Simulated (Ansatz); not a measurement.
Density of states of BaSn5 (P6/mmm, a = 5.397 Å, b = 5.397 Å, c = 7.235 Å, α = 90.00°, β = 90.00°, γ = 120.00°), in states per eV and primitive cell, averaged over bins of 0.5 eV. Theory: DFT r2SCAN, scalar-relativistic, plane waves, PAW (Ansatz 0.2.0).

Plane waves to 500 eV, a k mesh through Γ of 9×9×6 on the computed 6-atom cell and Gaussian smearing (0.10 eV); no spin polarisation.

The cell is relaxed at this level. The states (both spins) are summed by tetrahedra on a 14×14×9 mesh at the self-consistent density. Energies are bin centres; the table starts no lower than −8 eV and ends at 6 eV, or lower where the solved bands end.

It is a metal at this level.

```
E − E_F (eV) total Sn 5p Sn 5s Ba 6s Ba 5p
       -7.80   2.15   0.58   1.46   0.05   0.04
       -7.30   2.65   0.71   1.86   0.02   0.04
       -6.80   1.63   0.41   1.18   0.00   0.01
       -6.30   2.89   0.64   2.18   0.02   0.02
       -5.80   1.85   0.45   1.36   0.01   0.01
       -5.30   0.69   0.22   0.46   0.00   0.00
       -4.80   0.45   0.15   0.29   0.00   0.00
       -4.30   0.64   0.40   0.23   0.00   0.00
       -3.80   2.02   1.63   0.29   0.06   0.01
       -3.30   2.51   2.05   0.32   0.08   0.02
       -2.80   3.38   2.86   0.34   0.06   0.04
       -2.30   3.44   2.93   0.34   0.03   0.03
       -1.80   3.70   3.20   0.30   0.02   0.02
       -1.30   2.98   2.51   0.27   0.01   0.01
       -0.80   3.15   2.54   0.40   0.02   0.01
       -0.30   2.55   2.02   0.34   0.01   0.01
        0.20   2.46   1.88   0.36   0.02   0.01
        0.70   2.66   1.97   0.38   0.05   0.01
        1.20   2.99   2.16   0.36   0.06   0.01
        1.70   3.36   2.29   0.40   0.08   0.01
        2.20   4.45   2.79   0.50   0.10   0.01
        2.70   5.53   2.93   0.40   0.08   0.01
        3.20   5.15   2.31   0.17   0.10   0.01
        3.70   5.65   2.56   0.17   0.20   0.01
        4.20   4.80   2.27   0.11   0.20   0.00
        4.70   4.90   2.09   0.10   0.21   0.00
```

The columns after the total are the Löwdin projections on the occupied valence shells of the potentials. The rest of the total lies in shells that are empty in the free atom, which aren't projected, and between the atoms.

Spin-orbit coupling is left out, which matters for the bands of heavy elements.

Whether BaSn5 exists in this form wasn't checked.